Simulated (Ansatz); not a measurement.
# SiH₅ (doublet): wave-function methods side by side at distance Si1–H5 along a hydrogen transfer = 1.785 Å, cc-pVDZ

How much of the correlation energy of SiH₅ (doublet) does each wave-function method recover here?

The runs use Ansatz 0.2.0, Gaussian basis; cc-pVDZ, core rule «outside noble gas», up to 5 orbitals frozen.

Plan: UHF; CCSD(T) on ROHF; CCSD(T) on UHF; BCCD(T) on ROHF; CISD; CCSDT(Q) on ROHF; CCSDT(Q) on UHF; CASSCF and MRCISD+Q, 3 electrons in 3 orbitals; CASSCF and NEVPT2, 3 electrons in 3 orbitals; CASSCF and MRCISD+Q, 9 electrons in 9 orbitals; CASSCF and MRCISD+Q(relaxed), 9 electrons in 9 orbitals; CASSCF and NEVPT2, 9 electrons in 9 orbitals.

10 further runs of the same task are left out: 1 for a mislabelled method, 8 that didn't finish, 1 set aside as unsound or not needed.

## 1. The system

The geometry derives from fragments relaxed apart (PBE0/def2-TZVP) and kept rigid, so it is no stationary point. A hydrogen atom is moved between rigid fragments.

6 atoms, charge 0, spin multiplicity 2.

Atoms are counted from 1 here; the program's logs count them from 0.

Bond lengths: Si1–H2 1.485 Å, Si1–H3 1.485 Å, Si1–H4 1.485 Å, H5–H6 0.745 Å. Angles: H2–Si1–H3 109.5°, H2–Si1–H4 109.5°, H3–Si1–H4 109.5°.

Geometry (Å):

```csv
atom,x (Å),y (Å),z (Å)
Si1,-0.0861,0.0000,0.0000
H2,-0.5810,1.3997,0.0000
H3,-0.5810,-0.6999,1.2122
H4,-0.5810,-0.6999,-1.2122
H5,1.6989,0.0000,0.0000
H6,2.4439,0.0000,0.0000
```

## 2. UHF

File in.yaml:

```yaml
crystal:
  periodic: [false, false, false]
  atoms:
    - {symbol: Si, position_ang: [-0.086124, 0.000000, 0.000000]}
    - {symbol: H, position_ang: [-0.580995, 1.399708, 0.000000]}
    - {symbol: H, position_ang: [-0.580995, -0.699854, 1.212183]}
    - {symbol: H, position_ang: [-0.580995, -0.699854, -1.212183]}
    - {symbol: H, position_ang: [1.698876, 0.000000, 0.000000]}
    - {symbol: H, position_ang: [2.443876, 0.000000, 0.000000]}
basis:
  gaussian: {orbitals: cc-pVDZ}
magnetization: {spin_polarized: true, initial_magnetization: 1}
hamiltonian: {xc: hf}
output: {orbitals: {seedname: orbitals}}
```

The run is started by

```
$ ansatz run in.yaml --threads 1 --pin off --events-out ev --progress --plain --max-ram 2393MiB
```

Further steps of the session: CCSD(T) on ROHF; CCSD(T) on UHF; BCCD(T) on ROHF; CISD; CCSDT(Q) on ROHF; CCSDT(Q) on UHF; CASSCF and MRCISD+Q, 3 electrons in 3 orbitals; CASSCF and NEVPT2, 3 electrons in 3 orbitals; CASSCF and MRCISD+Q, 9 electrons in 9 orbitals; CASSCF and MRCISD+Q(relaxed), 9 electrons in 9 orbitals; CASSCF and NEVPT2, 9 electrons in 9 orbitals.

**Question.** What will the summary of the whole plan be? Wanted: UCCSDT(Q) below the RHF energy; RMP2 from UCCSDT(Q); UMP2 from UCCSDT(Q); RCCSD from UCCSDT(Q); RCCSD(T) from UCCSDT(Q); UCCSD(T) from UCCSDT(Q); RCCSDT(Q) from UCCSDT(Q); NEVPT2 pair from UCCSDT(Q); NEVPT2 valence from UCCSDT(Q).

**Answer**, as computed:

```
                         quantity                                                                                                value
   UCCSDT(Q) below the RHF energy                                                                                           -4.6566 eV
              RMP2 from UCCSDT(Q)                                                                                          +1050.5 meV
              UMP2 from UCCSDT(Q)                                                                                          +1052.8 meV
             RCCSD from UCCSDT(Q)                                                                                           +101.7 meV
          RCCSD(T) from UCCSDT(Q)                                                                                            +21.8 meV
          UCCSD(T) from UCCSDT(Q)                                                                                            +22.2 meV
         RCCSDT(Q) from UCCSDT(Q)                                                                                             +0.3 meV
       NEVPT2 pair from UCCSDT(Q)                                                                                          +1028.7 meV
    NEVPT2 valence from UCCSDT(Q)                                                                                           +925.4 meV
  MRCISD+Q valence from UCCSDT(Q)                                                                                            +17.7 meV
levels within 1 kcal/mol (43 meV)  RCCSD(T), UCCSD(T), BCCD(T), RCCSDT, UCCSDT, RCCSDT(Q), MRCISD+Q valence, MRCISD+Q(relaxed) valence
                    T1 diagnostic                                                                                                0.018
   effectively unpaired electrons                                                                                                 1.01
```

What this shows: RCCSD(T) lands +21.8 meV from the yardstick (0.5 % of the correlation energy). One determinant dominates. Of the multireference levels listed MRCISD+Q valence comes nearest in total energy (+17.7 meV), which doesn't show that its space is the better one. These misses are within one basis, not against nature; the frozen cores of restricted and unrestricted runs differ, which can shift their rows.
